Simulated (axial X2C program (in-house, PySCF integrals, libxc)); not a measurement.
The numbers below are computed, except where a source is named.
SiH⁺: input and output

Program: an in-house all-electron X2C program for linear molecules (integrals from PySCF).

Input:
```json
{
 "zs": [
  14,
  1
 ],
 "q": 1,
 "bas": [
  "dyall-v3z",
  "dyall-v3z"
 ],
 "levels": [
  "PBE0",
  "HF",
  "LDA"
 ],
 "cc": true,
 "r0": 1.48,
 "thr": -2.0,
 "nmax": 90,
 "npts": 10,
 "nst": 2,
 "ntry": 6
}
```
```bash
python so2c.py task.json out
```

Keys: zs atomic numbers; q charge; bas basis sets; levels methods; cc coupled cluster on or off; r0 starting distance in Å; thr threshold in hartree for freezing inner shells (an s shell follows its p shell); nmax most natural virtual spinors; npts points on the curve; nst determinants followed; ntry starts of the search. HF also brings MP2.

Output of the LDA step, two-component, at R = 1.523 Å for the state Ω = 0. It starts from PBE0 orbitals of this distance.

```
two-component X2C + atomic mean field  LDA
basis functions 63  fitting functions 394  grid points 4350
iter        total energy     max residual
   1       -289.089590312     2.92e-01
   2       -289.094564503     1.47e-02
   3       -289.094690655     3.28e-03
   4       -289.094753678     5.17e-04
   5       -289.094758327     5.14e-05
   6       -289.094758363     9.54e-06
   7       -289.094758364     7.90e-07
converged
one-electron -406.70452554  Coulomb 132.55463857  exact exchange 0.00000000  xc functional -19.77233928  nuclear repulsion 4.86439984  atomic mean-field constant -0.03693196
```
Energies are in hartree; totals compare only within one Hamiltonian and basis.
